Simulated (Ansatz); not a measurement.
Frontier orbitals of AlH (`[AlH]`).

Bond lengths: Al1–H2 1.665 Å.

Total charge 0; spin multiplicity 1. The geometry is a stationary point of PBE0-D4/def2-TZVP. Basis def2-TZVPP, the Gaussian-basis code of Ansatz.

**Question.** Compute the vertical ionisation energy as the energy of the cation minus that of the neutral molecule, at each level. (Estimate.)

**Answer.** Ansatz gave: 
```
               level  IE (eV)  difference from CCSD(T)/CBS(def2)
   PBE-D4/def2-TZVPP     8.14                              -0.17
r2SCAN-D4/def2-TZVPP     8.02                              -0.29
  PBE0-D4/def2-TZVPP     8.14                              -0.17
 B3LYP-D4/def2-TZVPP     8.26                              -0.05
  ωB97X-V/def2-TZVPP     8.21                              -0.10
  ωB97M-V/def2-TZVPP     8.20                              -0.11
   B2PLYP/def2-TZVPP     8.14                              -0.17
       HF/def2-TZVPP     7.26                              -1.05
      MP2/def2-TZVPP     8.05                              -0.26
     CCSD/def2-TZVPP     8.24                              -0.07
  CCSD(T)/def2-TZVPP     8.27                              -0.04
       HF/def2-QZVPP     7.25                              -1.06
      MP2/def2-QZVPP     8.09                              -0.22
     CCSD/def2-QZVPP     8.26                              -0.05
  CCSD(T)/def2-QZVPP     8.29                              -0.02
        HF/CBS(def2)     7.25                              -1.06
       MP2/CBS(def2)     8.13                              -0.18
      CCSD/CBS(def2)     8.28                              -0.03
   CCSD(T)/CBS(def2)     8.31                               0.00
```

B3LYP here is the variant with VWN-RPA as its local correlation; programs differ in this.
